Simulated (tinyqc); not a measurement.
Worked calculation: UHF in the sto-3g basis, for CH, spin multiplicity 4. One step of it, computed by the program tinyqc.

Problem. Orthogonalisation. S = U s U^T; symmetric (Loewdin) form X = U s^(-1/2) U^T, so that X^T S X = 1.

overlap S:
```
           1C 1s     1C 2s    1C 2px    1C 2py    1C 2pz     2H 1s
1C 1s   1.000000  0.248362  0.000000  0.000000  0.000000  0.009254
1C 2s   0.248362  1.000000  0.000000  0.000000  0.000000  0.143398
1C 2px  0.000000  0.000000  1.000000  0.000000  0.000000  0.000000
1C 2py  0.000000  0.000000  0.000000  1.000000  0.000000  0.000000
1C 2pz  0.000000  0.000000  0.000000  0.000000  1.000000  0.175460
2H 1s   0.009254  0.143398  0.000000  0.000000  0.175460  1.000000
```

Give: eigenvalues of S; X.

Solution.

eigenvalues of S: 0.700  0.852  1.000  1.000  1.139  1.309

X:
```
         1C 1s   1C 2s  1C 2px  1C 2py  1C 2pz   2H 1s
1C 1s    1.024  -0.130   0.000   0.000  -0.001   0.010
1C 2s   -0.130   1.033   0.000   0.000   0.010  -0.076
1C 2px   0.000   0.000   1.000   0.000   0.000   0.000
1C 2py   0.000   0.000   0.000   1.000   0.000   0.000
1C 2pz  -0.001   0.010   0.000   0.000   1.012  -0.091
2H 1s    0.010  -0.076   0.000   0.000  -0.091   1.020
```
